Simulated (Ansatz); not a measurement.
BH4P, SMILES BP, an active-space calculation

With Ansatz 0.2.0 through its Python package.

Input file `bh4p.xyz`:
```text
6

B    -0.86110   -0.00300   -0.06330
P     0.97190    0.13120   -0.64820
H    -1.59250    0.91410   -0.20080
H    -1.25210   -0.99940    0.43620
H     1.38630   -1.07460    0.04820
H     1.34750    1.03180    0.42790
```

Typed at the interpreter:
```pycon
>>> import ansatz as az
>>> molecule = az.Crystal.molecule_from_extxyz("bh4p.xyz")
>>> calc = (
...     molecule.calculation()
...     .basis(gaussian="6-31G*")
...     .correlation(active_electrons=4, active_orbitals=4)
... )
>>> for method in [None]:
...     r = (calc if method is None else calc.correlation(method)).run(threads=1, pin="off").report
...     space = r["configurations"]
...     state = space["states"][0]
...     print(method or "casscf", f"total {r['free_energy_ev'] / 27.211386246:.6f} Ha, active-space state {state['energy']['hartree']:.6f} Ha, mean field {r['reference_energy_ev'] / 27.211386246:.6f} Ha")
...     print("  determinants", state["n_determinants"], " natural occupations", [round(n, 3) for n in space["natural_occupations"]])
...
casscf total -367.728222 Ha, active-space state -367.728222 Ha, mean field -367.696340 Ha
  determinants 36  natural occupations [1.979, 1.973, 0.025, 0.023]
>>> print("effectively unpaired electrons, sum of min(n, 2 - n):", round(sum(min(n, 2 - n) for n in space["natural_occupations"]), 3))
effectively unpaired electrons, sum of min(n, 2 - n): 0.096
```

What to keep in mind:
- Total energies depend on the basis set; only differences at equal settings carry meaning.
- The geometry is a force-field or estimated start, not a minimum of this method, and the basis set is short of its limit. The active space starts as a window about the frontier orbitals and is then optimised, not chosen by chemistry.
- Timing: 0.9 s on 1 thread of Arm Neoverse V2, with other jobs on the host, peak memory 0.14 GiB.
